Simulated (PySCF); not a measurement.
Gas-phase reaction: HF + 2 CH2 ⇌ C2H5F

Method: PySCF energies plus ideal-gas RRHO corrections (1 bar). † marks an energy on the PBE0/def2-TZVP geometry and frequencies; other levels use their own. 6-31G* has spherical d functions here. Open shells (unrestricted): CH2 (multiplicity 3); the rest are closed-shell singlets. B3LYP is the form with VWN-RPA correlation.

| level | ΔH°(298 K), kJ |
|---|---|
| B3LYP/6-31G* | ? |
| M06-2X/def2-TZVP† | -780 |
| PBE/def2-SVP | -841 |
| PBE/def2-TZVP† | ? |
| PBE0/def2-SVP† | ? |
| r2SCAN/def2-TZVP† | -753 |
| ωB97M-V/def2-TZVP† | -802 |
| ωB97X-V/def2-TZVP† | ? |

What belongs in the gaps?


- B3LYP/6-31G*, ΔH°(298 K), kJ: -837
- PBE/def2-TZVP†, ΔH°(298 K), kJ: -803
- PBE0/def2-SVP†, ΔH°(298 K), kJ: -812
- ωB97X-V/def2-TZVP†, ΔH°(298 K), kJ: -823
